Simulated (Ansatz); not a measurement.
dimethyl ether (C2H6O), SMILES COC.

Geometry: B3LYP-D3(BJ)/def2-TZVP.

Two levels are set side by side: PBE/def2-SVPD (Ansatz, a first-principles code) and PBE0/def2-SVPD (Ansatz). Energy differences of separate SCF runs at the same geometry; the states with an electron removed or added have multiplicity 2 and 2. Differences are taken from unrounded values.

| quantity | PBE0 |
|---|---|
| vertical ionisation energy (eV) | 9.95 |
| vertical singlet–triplet gap (eV) | 6.92 |

Q: What does PBE give, and how far is it from PBE0? (The exact figures need the calculation; the answer reports its results.)

A: 
```tsv
quantity	PBE	PBE minus PBE0
vertical ionisation energy (eV)	9.79	-0.16
vertical singlet–triplet gap (eV)	6.55	-0.37
```
